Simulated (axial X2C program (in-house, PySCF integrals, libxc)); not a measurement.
Nuclear properties of P₂

Calculated with an axial X2C code built on PySCF integrals: two-component X2C with atomic mean-field Coulomb and Gaunt terms, Gaussian nuclei, basis P dyall-v3z with contracted cores.

R = 1.891 Å (near the PBE0 minimum at charge 0 of the determinant lowest at the starting distance; the state shown can have its own minimum elsewhere).

Input and command:
```json
{"zs": [15, 15], "q": 0, "bas": ["dyall-v3z", "dyall-v3z"], "r0": 2.04, "levels": ["PBE0", "HF", "BP86", "PBE50", "LDA"], "nst": 3}
```
```bash
python soeom.py task.json out
```

Keys: zs atomic numbers; q charge; bas basis sets; r0 starting distance in Å; levels methods; nst determinants followed.

Determinant lowest in the PBE0 search, Ω = 0 (closed shell), highest spinor 94% P p, 5% P d:

```
level  qzz P (a.u.)
 PBE0         -1.66
   HF         -1.92
 BP86         -1.58
PBE50         -1.74
  LDA         -1.60
```

qzz is the electric field gradient, eQq0 = 234.96 MHz × Q/barn × qzz. The operators were transformed with the bare-nucleus X2C matrices; with these basis sets, hyperfine constants and field gradients can be off by tens of per cent, and where levels differ in sign neither size nor sign is settled.

Each state is one determinant with collinear spin. The search compared states at one distance, so a state with another bond length can lie lower.
